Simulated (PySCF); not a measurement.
Part of a log for `[O]=[Zn]`: ground state, then the species with a core hole.

Method: PySCF, delta-SCF UKS SCAN, pcX-2 on the ionised atom, pcseg-1 elsewhere, spin-free X2C. Atoms in this output count from 0. The cycles run on a coarse integration grid; for E(ground) and E(ion) the exchange–correlation energy is redone on a finer one, so they differ from the last cycle, and only they enter the binding energy.

Coordinates (Å, GFN2-xTB):
```
O      0.804604    -0.003195    -0.002477
Zn    -0.801847     0.004463    -0.011671
```

```
ground state, core basis on atom 0 (O), 76 functions
  cycle   1  E = -1866.94026386  |g| = 1.71e+00
  cycle   2  E = -1859.10742790  |g| = 4.16e+00
  cycle   3  E = -1867.17217531  |g| = 1.13e+00
  cycle   4  E = -1867.45767721  |g| = 5.96e-01
  cycle   5  E = -1867.49553061  |g| = 2.48e-01
  cycle   6  E = -1867.50774332  |g| = 1.26e-01
  cycle   7  E = -1867.51118289  |g| = 2.37e-02
  cycle   8  E = -1867.51130348  |g| = 5.22e-03
  cycle   9  E = -1867.51130870  |g| = 1.50e-03
  cycle  10  E = -1867.51131005  |g| = 5.66e-04
  cycle  11  E = -1867.51130874  |g| = 2.08e-05
  E(ground) = -1867.69236250 Eh
hole in O 1s of atom 0
  cycle   1  E = -1846.95309685  |g| = 2.24e+00
  cycle   2  E = -1846.47963003  |g| = 2.30e+00
  cycle   3  E = -1847.79866367  |g| = 3.58e-01
  cycle   4  E = -1847.82411618  |g| = 1.24e-01
  cycle   5  E = -1847.82772991  |g| = 5.88e-02
  cycle   6  E = -1847.82883827  |g| = 6.18e-03
  cycle   7  E = -1847.82886910  |g| = 2.74e-03
  cycle   8  E = -1847.82887682  |g| = 1.53e-03
  cycle   9  E = -1847.82887841  |g| = 6.37e-04
  cycle  10  E = -1847.82887947  |g| = 1.34e-04
  E(ion) = -1848.01196325 Eh   <S^2> = 0.7947   hole on atom = 1.000
```

**Question.** What is the O 1s binding energy of atom 0?

**Answer.** (-1848.011963 − (-1867.692362)) Eh × 27.2114 eV/Eh = 535.53 eV, for the oxygen bonded to Zn.

Isolated species at its GFN2-xTB geometry, gas phase.

Hardware: x86-64 server, one thread, shared host. Cost: 1.3 s of wall time.
Labels such as C1 count atoms from 1, the log's own numbers from 0.
